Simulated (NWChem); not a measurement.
Correlation energy of Si (+1)

```xyz
1

Si     0.0000     0.0000     0.0000
```
Charge +1, spin multiplicity 2.

Everything below was run with NWChem.

Basis set: cc-pVDZ. Each correlation energy counts from its own Hartree-Fock reference.

The correlated methods keep 5 core orbitals frozen. The stability of the SCF solutions was not checked. Open-shell Hartree-Fock references start from PBE0 orbitals. Coupled-cluster values serve here as a point of comparison, not as the truth.

Q: Order these methods by the correlation energy they give, lowest first: URI-MP2, CCSD on UHF, SCS-UMP2, CCSD on ROHF.

A: CCSD on ROHF (-57.2 mHa), CCSD on UHF (-53.2 mHa), SCS-UMP2 (-39.8 mHa), URI-MP2 (-34.8 mHa)
